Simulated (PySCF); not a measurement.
**Nuclear quadrupole coupling in sulfate ion**

Compound: sulfate ion, SO4 (charge -2).
Geometry (PBE0-D3(BJ)/def2-SVP, Å), atoms numbered from 1 in this order:
```xyz
5
SO4 angstrom
O      0.151    1.191   -0.928
S      0.010   -0.006   -0.007
O      0.336   -1.274   -0.771
O     -1.413   -0.080    0.510
O      0.966    0.140    1.161
```

Field gradients from the PBE0/pcSseg-1 density (PySCF, non-relativistic), principal values in atomic units, ordered |Vxx| ≤ |Vyy| ≤ |Vzz|:

```json
{"atom": "O1", "Vxx": "-0.8190", "Vyy": "-0.8201", "Vzz": "1.6391"}
{"atom": "O3", "Vxx": "-0.8173", "Vyy": "-0.8188", "Vzz": "1.6362"}
{"atom": "O4", "Vxx": "-0.8174", "Vyy": "-0.8187", "Vzz": "1.6361"}
{"atom": "O5", "Vxx": "-0.8190", "Vyy": "-0.8199", "Vzz": "1.6389"}
```

Problem. Find the asymmetry η = (Vxx − Vyy)/Vzz and the couplings χ = eQV/h (234.96 MHz × Q in barn × V in au), with Q(17O) = −0.0256 b.

Solution. 
| atom | environment | nucleus | η | χzz (MHz) | χxx (MHz) | χyy (MHz) |
| --- | --- | --- | --- | --- | --- | --- |
| O1 | oxygen bonded to S | 17O | 0.00 | -9.86 | 4.93 | 4.93 |
| O3 | oxygen bonded to S | 17O | 0.00 | -9.84 | 4.92 | 4.93 |
| O4 | oxygen bonded to S | 17O | 0.00 | -9.84 | 4.92 | 4.92 |
| O5 | oxygen bonded to S | 17O | 0.00 | -9.86 | 4.93 | 4.93 |

The gradient is axial or nearly so (η below 0.05) at O1, O3, O4 and O5. At S2 no principal value exceeds 0.01 au. 

Problem. What is Vzz at O1 in SI units (1 au = 9.71736 × 10²¹ V/m²)?

Solution. 1.6391 au = 15.927 × 10²¹ V/m².

Whether so highly charged an anion holds all its electrons in the gas phase wasn't checked; a finite basis holds them in any case. No counter-ion or solvent screens the charge of this multiply charged ion. The pcSseg-1 basis has no diffuse functions, a weakness for an anion. The HOMO energy is positive at this level (+4.56 eV), so the outermost electrons may be held by the finite basis alone. These gradients aren't converged with respect to the basis.
